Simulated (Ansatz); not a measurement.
## A barrier at the coupled-cluster level

Start structure (CH9NSi, closed shell), relaxed at PBE0-D4/def2-TZVP:

```
12
angstrom
Si 0.4049 0.0978 1.5692
N 0.5618 -0.1331 -0.1260
C -0.2890 -1.0330 -0.8758
H 1.3665 1.1594 1.9631
H -0.9942 0.5116 1.8597
H 0.6796 -1.1124 2.4038
H -0.6003 1.9312 -1.2981
H -0.9926 2.4018 -1.7290
H 1.4800 -0.0213 -0.5260
H -0.3472 -0.7303 -1.9252
H -1.3056 -0.9909 -0.4754
H 0.0361 -2.0810 -0.8403
```

The step: CH₇NSi ([CH3][NH][SiH3]) + H₂ → CH₅N ([CH3][NH2]) + SiH₄; bonds formed: Si1–H8, N2–H7; bonds broken: Si1–N2, H7–H8. Computed with Ansatz 0.2.0 (basis: def2-TZVPP and def2-QZVPP); correlated methods freeze the cores. Extrapolation: Hartree–Fock as exp(−7.88 √X), correlation as X^−2.97. Energies below are by CCSD(T) at an estimated basis limit (MP2 extrapolated from triple and quadruple zeta, plus CCSD(T) − MP2 in triple zeta).

Task: What are the electronic barrier and the energy of the step, from the start structure to the end structure? (An estimate is asked for; the value comes from the calculation.)

Result: Computed: Barrier 196.5 kJ/mol; step energy 14.9 kJ/mol (uphill); reverse barrier, their difference, 181.6 kJ/mol. Barrier and step energy count from the start structure, the reverse barrier from the end structure.

The saddle point: One imaginary mode of 1350i cm⁻¹.
| pair | start (Å) | saddle (Å) | end (Å) |
| --- | --- | --- | --- |
| Si1–H8 | 4.26 | 1.91 | 1.48 |
| N2–H7 | 2.64 | 1.20 | 1.01 |
| Si1–N2 | 1.72 | 1.87 | 2.87 |
| H7–H8 | 0.75 | 1.16 | 3.03 |

Zero-point energy (harmonic, PBE0-D4): ZPE is 239.4 kJ/mol at the start and 244.9 kJ/mol at the saddle, so the barrier goes from 196.5 to 202.0 kJ/mol.

No T1 diagnostic of these runs exceeds 0.012.

Labels in which every atom is bracketed show which atoms are joined, not bond orders.

For scale, one of the runs: CCSD(T)/def2-TZVPP, 230 basis functions, launched by `ansatz run in.yaml --threads 4 --pin off --events-out ev --progress --plain --max-ram 9574MiB`. Time: 61 s of wall clock on 4 CPU threads of an Arm Neoverse V1; the host was shared. Peak host memory: 3.9 GiB.
